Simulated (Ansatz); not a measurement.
# Down a group: vertical spin gaps of H2Al–As, H₂Ga–As

Ansatz 0.2.0, basis cc-pVDZ; geometries are PBE0/def2-TZVP minima. Wave-function levels freeze the cores with the filled d shells of p-block atoms; HF, MP2 and coupled cluster are restricted for singlets and unrestricted otherwise, restricted open-shell where a d shell is frozen. The reference is CCSDTQ (coupled cluster only where its series has nearly closed). An error is the level's value less the reference. None of these values is a measured one. Energies are electronic, without zero-point terms. No spin–orbit coupling and no scalar relativity. The set is small: such energies can lie up to about 0.3 eV from the limit, spin gaps mostly less, so near ties and functionals' places can change in larger sets. The species are chosen: bound, without strong static correlation by their natural occupations or amplitudes, in their lowest spin state as far as vertical gaps and like structures tell, and with a ladder that closes on the reference, so errors are smaller than for species at large; levels whose determinant breaks symmetry or spin markedly are left out.

```
         species                                   bonds (Å)                        quantity  symmetry of the states  reference  value (eV)  error HF  error CCSD  error CCSD(T)  error CCSDT  error CCSDT(Q)
H2Al–As, triplet  Al–As 2.435, Al–H 1.589, angles at Al 120°  quintet less triplet, vertical                 A2 / B2     CCSDTQ       3.652    -0.133       0.010          0.005        0.000           0.000
H2Ga–As, triplet  Ga–As 2.421, Ga–H 1.572, angles at Ga 120°  quintet less triplet, vertical                 A2 / B2     CCSDTQ       3.608    -0.164       0.003          0.002       -0.001           0.000
```

Al and Ga lie within 0.05 eV, too close for this set-up to order.
